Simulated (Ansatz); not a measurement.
Geometry optimisation, Ansatz 0.2.0, RKS PBE/def2-SVP.

Input:

```yaml
crystal:
  periodic: [false, false, false]
  atoms:
    - { symbol: Al, position_ang: [0.0, 0.0, 0.0] }
    - { symbol: H, position_ang: [1.0219, 0.0, 1.433] }
    - { symbol: C, position_ang: [2.1347, 0.0, 0.3896] }
    - { symbol: H, position_ang: [2.4643, -1.0462, 0.2194] }
    - { symbol: H, position_ang: [1.9982, 0.508, -0.5878] }
    - { symbol: H, position_ang: [2.9043, 0.5381, 0.9814] }
    - { symbol: Cl, position_ang: [-1.9312, 0.0, -1.115] }
basis:
  gaussian: { orbitals: def2-SVP }
hamiltonian:
  xc: pbe
relax:
  f_tol: 0.15
  max_steps: 25
  restrain:
    - { distance: [1, 2], at: 1.11, k: 30.0 }
    - { distance: [0, 1], at: 2.76, k: 30.0 }
    - { distance: [0, 2], at: 3.17, k: 30.0 }
output:
  orbitals: {}
```

Run as:

```bash
$ ansatz run input.yaml --threads 1 --pin off --max-ram 2048MiB --backend cpu --events-out ev --progress --plain --runs-dir out
```

Q: Where does it end, and by what steps?

A: The forces met the threshold. The restraints hold the end off the free minimum. After 13 steps the energy has fallen by 3.771 eV (the restraints' own energy left out); Al1 moved furthest, 1.23 Å. Parted: Al1–C3 (2.17 → 3.18 Å). Joined: H2–C3 (1.53 → 1.11 Å).

```json
{"step": "0", "energy less start (eV)": "0.0000", "largest force component (eV/Å)": "3.366", "accepted": "yes"}
{"step": "1", "energy less start (eV)": "-0.7428", "largest force component (eV/Å)": "3.446", "accepted": "yes"}
{"step": "2", "energy less start (eV)": "-0.9667", "largest force component (eV/Å)": "5.979", "accepted": "yes"}
{"step": "3", "energy less start (eV)": "-1.9344", "largest force component (eV/Å)": "6.010", "accepted": "yes"}
{"step": "4", "energy less start (eV)": "-3.0241", "largest force component (eV/Å)": "2.803", "accepted": "yes"}
{"step": "5", "energy less start (eV)": "-3.6009", "largest force component (eV/Å)": "0.513", "accepted": "yes"}
{"step": "6", "energy less start (eV)": "-3.6514", "largest force component (eV/Å)": "0.613", "accepted": "yes"}
{"step": "7", "energy less start (eV)": "-3.6747", "largest force component (eV/Å)": "0.555", "accepted": "yes"}
{"step": "8", "energy less start (eV)": "-3.6928", "largest force component (eV/Å)": "0.462", "accepted": "yes"}
{"step": "9", "energy less start (eV)": "-3.7136", "largest force component (eV/Å)": "0.447", "accepted": "yes"}
{"step": "10", "energy less start (eV)": "-3.7258", "largest force component (eV/Å)": "0.434", "accepted": "yes"}
{"step": "11", "energy less start (eV)": "-3.7455", "largest force component (eV/Å)": "0.336", "accepted": "yes"}
{"step": "12", "energy less start (eV)": "-3.7630", "largest force component (eV/Å)": "0.252", "accepted": "yes"}
{"step": "13", "energy less start (eV)": "-3.7710", "largest force component (eV/Å)": "0.196", "accepted": "yes"}
```

```xyz
7
Properties=species:S:1:pos:R:3
Al -1.007 -0.419 0.580
H 1.553 0.238 1.382
C 2.130 0.056 0.452
H 2.079 -1.018 0.186
H 1.727 0.665 -0.380
H 3.189 0.332 0.632
Cl -1.079 0.147 -1.531
```

Run time: 52 s on 1 thread of Intel(R) Xeon(R) Processor @ 2.50GHz (Skylake/Cascade Lake), with other jobs on the host, peak memory 0.14 GiB.
